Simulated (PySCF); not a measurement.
1,3,4-oxdiazole, C2H2N2O.
Bonds: C1–N2 (aromatic), N2–N3 (aromatic), N3–C4 (aromatic), C4–O5 (aromatic), C1–O5 (aromatic). Hydrogens: H6 on C1; H7 on C4.

Method: PySCF 2.14.0, PBE0-D3(BJ)/def2-SVP geometry optimisation, gas phase; density fitting, grid level 1; the optimiser is geomeTRIC in internal coordinates, started from an MMFF94s structure with every atom displaced at random (about 0.03 Å).

Geometry at step 0:
```
atom  x, y, z in Å
C1     -0.9909    0.0267    0.0671
N2     -0.6619   -1.0857    0.4654
N3      0.6696   -1.0723    0.3199
C4      1.1432    0.1204   -0.1482
O5     -0.0450    0.8962   -0.3822
H6     -2.0688    0.5067   -0.0125
H7      2.0457    0.5061   -0.3781
```

**Question.** What forces act on the atoms?

**Answer.** 
```tsv
atom	Fx (eV/Å)	Fy (eV/Å)	Fz (eV/Å)
C1	-5.001	6.997	-2.427
N2	1.521	-2.389	0.701
N3	5.059	1.525	-0.628
C4	-8.976	-4.047	1.766
O5	1.803	-1.978	1.102
H6	2.201	-1.276	0.272
H7	3.391	1.168	-0.785
```

The largest, 10.00 eV/Å, acts on C4; the rms over all components is 3.417 eV/Å. The forces sum to zero within rounding, as they must for an isolated molecule in no field.

**Question.** Give the force on C4 in Eh/bohr and in nN.

**Answer.** 10.003 eV/Å ÷ 51.422 = 0.19453 Eh/bohr, and 10.003 eV/Å × 1.602 = 16.03 nN.

**Question.** How far is this geometry from the end of the optimisation?

**Answer.** 1.069 eV above it, and 0.060 Å rms away after alignment. The bonds farthest from their final lengths, with half the difference of the two atoms' forces along the bond (positive lengthens):

```json
{"bond": "C1–H6", "now (Å)": "1.183", "final (Å)": "1.088", "force along bond (eV/Å)": "-5.05"}
{"bond": "C4–O5", "now (Å)": "1.438", "final (Å)": "1.345", "force along bond (eV/Å)": "-3.84"}
{"bond": "C4–H7", "now (Å)": "1.008", "final (Å)": "1.088", "force along bond (eV/Å)": "+6.82"}
{"bond": "N3–C4", "now (Å)": "1.366", "final (Å)": "1.287", "force along bond (eV/Å)": "-5.28"}
{"bond": "C1–N2", "now (Å)": "1.227", "final (Å)": "1.287", "force along bond (eV/Å)": "+5.64"}
{"bond": "N2–N3", "now (Å)": "1.340", "final (Å)": "1.376", "force along bond (eV/Å)": "+1.85"}
```

The angle farthest from its final value is N3–C4–O5, 103.9° against 112.7°.

Of the 6 listed bonds off by 0.010 Å or more, this force points towards the final length in 6.

The cost below is that of the whole optimisation. Hardware: one thread, Arm Neoverse V1 (aarch64) (shared host). Cost: 17 s, 0.33 GiB resident at most.
